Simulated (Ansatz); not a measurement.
Input file:

```yaml
crystal:
  periodic: [false, false, false]
  atoms:
    - {symbol: C, position_ang: [-1.918790, 0.000000, 0.000000]}
    - {symbol: H, position_ang: [-2.281996, 1.027301, 0.000000]}
    - {symbol: H, position_ang: [-2.281996, -0.513650, 0.889668]}
    - {symbol: H, position_ang: [-2.281996, -0.513650, -0.889669]}
    - {symbol: H, position_ang: [-0.781790, 0.000000, 0.000000]}
    - {symbol: Si, position_ang: [0.944210, 0.000000, 0.000000]}
    - {symbol: H, position_ang: [1.394183, -1.416253, 0.000000]}
    - {symbol: H, position_ang: [1.394183, 0.708127, -1.226511]}
    - {symbol: H, position_ang: [1.394183, 0.708127, 1.226511]}
basis:
  gaussian: {orbitals: cc-pVDZ}
magnetization: {spin_polarized: false, initial_magnetization: 1}
correlation: {method: fic_mrcisd_q, electrons: outside_noble_gas, active_space: {window: {electrons: 9, orbitals: 9}}}
```

```sh
$ ansatz run in.yaml --threads 2 --pin off --events-out ev --progress --plain --max-ram 24576MiB --backend cuda --devices 0, --max-vram 18GiB
```

The program prints:

```
612 factors; integrals over basis functions are off by at most 1.4e-3 eV
mean field evaluation 1: about -8999.1274 eV, gradient 2.0e1 eV
mean field evaluation 2: about -8999.1706 eV, gradient 2.0e1 eV
mean field evaluation 4: about -9000.6583 eV, gradient 2.5e0 eV
mean field evaluation 8: about -9000.6896 eV, gradient 1.5e-3 eV
mean field -9000.68955195 eV, -330.7692401478 hartree, gradient 7.3e-6 eV, S^2 0.750000; 0 other end points of the search recorded, 0 dependent functions left out
reference -9000.68955195 eV, -330.7692401478 hartree; 14, 13 occupied and 53, 54 virtual orbitals, 612 factors
state -9002.96908795 eV, -330.8530115507 hartree
contracted CI cycle   1: correlation 0.00000000 eV, 0.0000000000 hartree, residual 2.10e1 eV
contracted CI cycle   2: correlation -5.88556077 eV, -0.2162903688 hartree, residual 3.56e0 eV
contracted CI cycle   3: correlation -6.05253654 eV, -0.2224266154 hartree, residual 7.48e-1 eV
contracted CI cycle   4: correlation -6.05999147 eV, -0.2227005791 hartree, residual 1.62e-1 eV
contracted CI cycle   5: correlation -6.06034624 eV, -0.2227136163 hartree, residual 3.95e-2 eV
contracted CI cycle   6: correlation -6.06036846 eV, -0.2227144331 hartree, residual 1.08e-2 eV
contracted CI cycle   7: correlation -6.06037013 eV, -0.2227144944 hartree, residual 3.50e-3 eV
contracted CI cycle   8: correlation -6.06037030 eV, -0.2227145005 hartree, residual 1.13e-3 eV
contracted CI cycle   9: correlation -6.06037031 eV, -0.2227145011 hartree, residual 3.71e-4 eV
state -9002.96908795 eV, -330.8530115507 hartree; corrected -9009.63778385 eV, -331.0980816045 hartree
Total energy: -9009.63778385 eV, -331.0980816045 hartree
```

For the same geometry and basis UCCSDT(Q) lies 54.8 meV lower.

Ran on 2 threads of AMD EPYC 7R13 with a shared H100 80 GB, shared host: 9.5 s wall, 0.86 GiB peak host memory.
